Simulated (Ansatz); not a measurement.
```xyz
8

N     0.339   -1.833   -0.566
C     0.071   -0.575   -0.182
C    -0.201    0.534    0.208
N    -0.560    1.763    0.612
H    -0.138   -2.164   -1.391
H     1.304   -2.122   -0.528
H    -0.800    1.864    1.586
H    -0.014    2.533    0.260
```

Charge 0, multiplicity 1.

Problem. List the CAM-B3LYP/def2-TZVPP orbital energies in eV (Ansatz). (An estimate is asked.)

Solution. The calculation gave: Occupied: -391.89, -391.89, -278.76, -278.69, -27.11, -26.84, -21.30, -17.16, -16.00, -15.95, -15.92, -11.35, -11.33, -7.35, -7.34. Lowest empty: 1.77, 1.94, 3.27, 3.29, 4.34, 4.65, 4.92, 6.63.
